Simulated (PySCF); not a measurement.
## How the method changes the constants of ClF

State: ¹Σ⁺ (singlet), closed shell. Set-up: Cl cc-pV(T+d)Z, F cc-pVTZ; no relativity (PySCF 2.14). De refers to Cl + F in their high-spin ground configurations, without counterpoise correction. A positive dipole means Cl(−)F(+).

```tsv
Level	Re (Å)	ωe (cm⁻¹)	De (eV)	μ (D)	CPU s a point (SCF and correlation, without the integrals)
RHF	1.584	916	0.350	-1.05	0.24
RHF-MP2	1.629	806	2.69	n/a	0.41
RHF-SCS-MP2	1.636	787	2.54	n/a	n/a
RHF-CCSD	1.627	807	2.23	n/a	n/a
RHF-CCSD(T)	1.638	775	2.43	n/a	6.9
PBE	1.650	764	3.12	-0.84	1.3
r²SCAN	1.635	793	2.67	-0.82	1.9
M06-L	1.633	777	2.64	-0.83	1.9
PBE0	1.619	828	2.62	-0.87	2.9
M06	1.617	819	2.68	-0.97	2.2
BHandHLYP	1.608	853	2.02	-0.99	1.1
```

Q: Which functional lies closest to RHF-CCSD(T) in De, which farthest, and by how much do they differ from it?

A: Closest is PBE0 (-1.9 pm in Re, +6.8 % in ωe, +0.19 eV in De against RHF-CCSD(T) in the same basis), farthest PBE (+1.2 pm in Re, -1.4 % in ωe, +0.69 eV in De). CCSD(T) converges more slowly with the basis than the functionals do and binds too weakly in this one, so the order can change at the basis-set limit.

Q: What does the step from GGA to meta-GGA do here, going from PBE to r²SCAN?

A: r²SCAN less PBE: -1.5 pm in Re, +3.8 % in ωe, -0.45 eV in De. 

Q: What does second-order correlation do here, going from RHF to RHF-MP2?

A: RHF-MP2 less RHF: +4.5 pm in Re, -12.0 % in ωe, +2.34 eV in De. Correlation nearly always deepens the well. The bond lengthens, as in strong covalent bonds, where excitations into antibonding orbitals dominate.

Correlated steps freeze 6 core orbitals. Where the molecule has an RHF reference, its open-shell atoms are computed with UHF.

The whole job (state search and all levels along the bond) took about 4 min on 1 thread of Arm Neoverse N1 (shared host), peak memory 0.89 GiB.
